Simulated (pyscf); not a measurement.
`[CH3][N]([CH3])[Ti]([NH2])([NH2])[NH2]` → `[NH]=[Ti]([NH2])[NH2]` + `[CH3][NH][CH3]` (elimination; singlet surface; N–Ti, H–N broken, H–N formed). Structures and frequencies: ωB97X-D3(BJ)/def2-SVP in PySCF. Energies in kcal/mol from the reactant's lowest minimum found.

```json
[
 {"level": "ωB97X-D3(BJ)/def2-TZVP", "barrier": "39.5", "reaction energy": "+54.0"},
 {"level": "r²SCAN/def2-TZVP", "barrier": "36.9", "reaction energy": "+52.6"},
 {"level": "B3LYP-D3(BJ)/def2-TZVP", "barrier": "38.8", "reaction energy": "+52.8"},
 {"level": "M06-2X/def2-TZVP", "barrier": "39.7", "reaction energy": "+55.3"},
 {"level": "ωB97M-D3(BJ)/def2-TZVP", "barrier": "…", "reaction energy": "…"},
 {"level": "HF/def2-TZVP", "barrier": "…", "reaction energy": "+47.9"}
]
```

Question: Fill in the missing entries.

Answer: 
- ωB97M-D3(BJ)/def2-TZVP, barrier: 38.7
- ωB97M-D3(BJ)/def2-TZVP, reaction energy: +49.7
- HF/def2-TZVP, barrier: 51.1

On the reactant side the descent ends in a point that may be a rotor saddle (no frequency run), 1.3 kcal/mol over the lowest minimum found and 38.2 kcal/mol under the saddle at ωB97X-D3(BJ)/def2-TZVP. On the product side the descent ends in an adduct with a N–Ti contact (not fully relaxed), 38.7 kcal/mol under the separated species and 24.3 kcal/mol under the saddle at ωB97X-D3(BJ)/def2-TZVP. At ωB97X-D3(BJ)/def2-TZVP, r²SCAN, B3LYP-D3(BJ), M06-2X, ωB97M-D3(BJ) the saddle lies under the separated products, which points to a path from their complex (located at ωB97X-D3(BJ) alone), and parting the products costs more than the saddle. What is counted as broken (N–Ti) persists as a longer contact in the product adduct; parting that adduct is a step of its own. At the saddle there is also a short H–Ti contact that neither side keeps. H₃C–NH–CH₃ lies 7.8 kcal/mol over its isomer H₃C–CH₂–NH₂ (electronic energy, ωB97M-D3(BJ)/def2-TZVP). One saddle was located; it need not be the lowest between these sides.
